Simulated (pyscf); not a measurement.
Optimised with ωB97X-D3(BJ)/def2-SVP in PySCF.

### Question
For the elementary gas-phase step H₂C=CH–SiH₃ (SMILES C=C[SiH3]) + HCl (SMILES Cl) -> H₂C=CH–SiH₂–Cl (SMILES C=C[SiH2]Cl) + H₂ (SMILES [H][H]) (singlet surface; H–Si, Cl–H broken, Cl–Si, H–H formed), what barrier and reaction energy does ωB97M-D3(BJ)/def2-TZVP give, measured from the separated reactants?

### Answer
ΔE‡ = 1.47 eV, ΔE = -0.83 eV. Zero-point energy shifts the barrier by +0.04 eV. It is a four-centre exchange, with an imaginary mode of 906i cm⁻¹. This is the saddle that the search found; another between the same sides may lie lower.
